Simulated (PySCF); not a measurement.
Bond dissociation energies of `[Cl][AlH][Cl]` (AlCl2H)

Parent: `[Cl][AlH][Cl]` (AlCl2H). Coordinates in Å; atoms count from 1 in this order:
```
Cl   -1.7814   -0.9436   -0.0058
Al    0.0037    0.1491   -0.0134
Cl    1.8129   -0.9026    0.0167
H    -0.0134    1.7158   -0.0406
```

Computed at M06-2X/def2-TZVP // PBE0-D3(BJ)/def2-SVP with PySCF (density fitting, grid level 3). Thermal corrections: PBE0-D3(BJ)/def2-SVP frequencies, unscaled, ideal gas at 298.15 K and 1 bar, quasi-RRHO entropy.

| bond | r / Å | radicals | BDE(298 K) / kJ/mol | BDFE / kJ/mol | D₀ / kJ/mol | Dₑ / kJ/mol |
| --- | --- | --- | --- | --- | --- | --- |
| Al2–H | 1.567 | `[Cl][Al][Cl]` + H• | 333 | 298 | 327 | 347 |
| Cl1–Al2 | 2.093 | Cl• + `[AlH][Cl]` | 489 | 448 | 485 | 494 |

Homolysis to relaxed radicals in the gas phase.

Weakest of these: Al2–H (333 kJ/mol); strongest: Cl1–Al2 (489 kJ/mol).

Caveats: spin-orbit coupling is left out of the energies, which matters for open shells on the heavier atoms.
